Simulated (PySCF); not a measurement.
Atom-mapped SMILES (the numbers label the heavy atoms): `[CH3:1]/[CH:2]=[C:3](\[CH3:4])[F:5]`; H(Xn) means a hydrogen on atom n.

[PySCF 2.14.0 with density-fitted response routines: geometry: GFN2-xTB; σ from GIAO-PBE0/pcSseg-1; B3LYP/pcJ-1 coupling constants (spin–dipole term only in couplings to heteroatoms); fast rotation and ring inversion assumed for equivalent nuclei; one computed conformer; relativity neglected; no solvent model]

References, each an isolated molecule treated in the same way: 1H (σ = 31.72 ppm) vs TMS.

The spectrum was simulated from the full spin Hamiltonian at 600 MHz with 1.2 Hz Lorentzian lines, from shifts rounded to 0.01 ppm and J to 0.1 Hz, couplings under 1 Hz left out.

**Question.** List the maxima of its 1H spectrum with integrals.

**Answer.** 
Maxima in ppm (height), grouped by integral:
1H: 5.342 (2), 5.340 (4), 5.338 (4), 5.335 (2), 5.329 (6), 5.327 (13), 5.324 (13), 5.322 (6), 5.315 (6), 5.313 (13), 5.311 (13), 5.308 (6), 5.306 (3), 5.303 (6), 5.300 (7), 5.297 (6), 5.295 (3), 5.292 (6), 5.290 (13), 5.287 (13), 5.285 (6), 5.278 (6), 5.276 (13), 5.274 (13), 5.271 (6), 5.265 (2), 5.263 (4), 5.260 (4), 5.258 (2)
3H: 1.986 (71), 1.983 (100), 1.981 (73), 1.959 (71), 1.957 (100), 1.954 (73)
3H: 1.723 (25), 1.720 (56), 1.718 (73), 1.716 (73), 1.713 (58), 1.710 (37), 1.707 (58), 1.704 (73), 1.702 (72), 1.700 (55), 1.697 (24)

**Question.** Summarise it as multiplets with assignments.

**Answer.** 1H NMR (600 MHz, computed): δ 5.30 (dqq, J = 22.2, 8.1, 1.5 Hz, 1H, H(C2)), 1.97 (d of quint, J = 15.8, 1.5 Hz, 3H, H(C4)), 1.71 (ddq, J = 8.1, 3.0, 1.5 Hz, 3H, H(C1)). These are first-order names; overlap and second-order distortion can hide them in the list.

Multiplet labels drop couplings under 1 Hz and merge nearly equal ones. Unscaled 3J(H,H) at this level run about 10 % above measured values.
